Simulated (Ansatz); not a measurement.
Geometry optimisation, Ansatz, RKS B3LYP-D4/STO-3G.

Input file:

```yaml
crystal:
  periodic: [false, false, false]
  atoms:
    - { symbol: F, position_ang: [-0.3576, -0.2203, -3.0959] }
    - { symbol: H, position_ang: [0.0518, 0.4778, -2.6286] }
    - { symbol: C, position_ang: [-0.1216, -0.2127, 1.5638] }
    - { symbol: C, position_ang: [0.2187, 0.1284, 0.3386] }
    - { symbol: H, position_ang: [-0.233, -1.244, 1.8569] }
    - { symbol: H, position_ang: [-0.2989, 0.5198, 2.3345] }
    - { symbol: H, position_ang: [0.3389, 1.1625, 0.0544] }
    - { symbol: H, position_ang: [0.4017, -0.6115, -0.4236] }
basis:
  gaussian: { orbitals: STO-3G }
hamiltonian:
  xc: b3lyp
  dispersion: d4
relax:
  f_tol: 0.02
  max_steps: 40
scf:
  lower_state_search: "off"
output:
  orbitals: {}
```

Run as:

```bash
$ ansatz run input.yaml --threads 1 --pin off --max-ram 2048MiB --backend cpu --events-out ev --progress --plain --runs-dir out
```

Problem. Where does it end, and by what steps?

Solution. The forces met the threshold. Limits of this set-up: minimal basis. After 12 steps the energy has fallen by 0.403 eV; F1 moved furthest, 0.99 Å.

| step | energy less start (eV) | largest force component (eV/Å) | accepted |
| --- | --- | --- | --- |
| 0 | 0.0000 | 2.908 | yes |
| 1 | -0.1023 | 2.097 | yes |
| 2 | -0.0896 | 2.402 | no |
| 3 | -0.1695 | 0.813 | yes |
| 4 | -0.1949 | 0.145 | yes |
| 5 | -0.2308 | 0.178 | yes |
| 6 | -0.2663 | 0.342 | yes |
| 7 | -0.3020 | 1.388 | yes |
| 8 | -0.3563 | 0.969 | yes |
| 9 | -0.3789 | 1.145 | yes |
| 10 | -0.3474 | 1.654 | no |
| 11 | -0.4006 | 0.144 | yes |
| 12 | -0.4035 | 0.017 | yes |

```xyz
8
Properties=species:S:1:pos:R:3
F -0.094 -0.652 -2.244
H 0.016 0.126 -2.850
C -0.089 -0.263 1.403
C 0.117 0.442 0.291
H -0.352 -1.328 1.375
H -0.010 0.176 2.406
H 0.377 1.507 0.346
H 0.035 -0.008 -0.726
```

Whether the end is a true minimum wasn't checked by a vibrational analysis.

Time of the run: 8 s on 1 thread of Arm Neoverse V2 (shared host), peak memory 0.089 GiB.
